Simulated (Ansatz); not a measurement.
All numbers were calculated with Ansatz.

Basis-set series for C₃H₅NO, SMILES `OC1=CNC1`. Total charge 0; spin multiplicity 1. All single points use the PBE0-D4/def2-TZVP geometry. It is one conformer, not always the lowest.

```xyz
10

O    -0.744    1.017    1.611
C    -0.233    0.483    0.485
C    -0.093    0.916   -0.771
N     0.175   -0.387   -1.329
C     0.099   -0.924    0.063
H    -0.415    0.529    2.370
H    -0.236    1.837   -1.318
H     1.109   -0.474   -1.720
H    -0.703   -1.657    0.180
H     1.042   -1.340    0.430
```

```csv
functional,basis,functions,energy (Eh),HOMO (eV),LUMO (eV)
PBE0-D4,def2-SVP,95,-246.76539,-5.54,1.33
PBE0-D4,def2-QZVPP,435,-247.06162,-5.78,0.35
ωB97M-V,def2-SVP,95,-246.93894,-7.77,3.25
ωB97M-V,def2-QZVPP,435,-247.24463,-8.02,1.49
```

Give the rows for def2-TZVPP. (Best estimate.)

The calculation gave: 
```json
{"functional": "PBE0-D4", "basis": "def2-TZVPP", "functions": "225", "energy (Eh)": "-247.04765", "HOMO (eV)": "-5.73", "LUMO (eV)": "0.81"}
{"functional": "ωB97M-V", "basis": "def2-TZVPP", "functions": "225", "energy (Eh)": "-247.23129", "HOMO (eV)": "-7.97", "LUMO (eV)": "2.25"}
```

Positive LUMOs are unbound and depend on the basis.
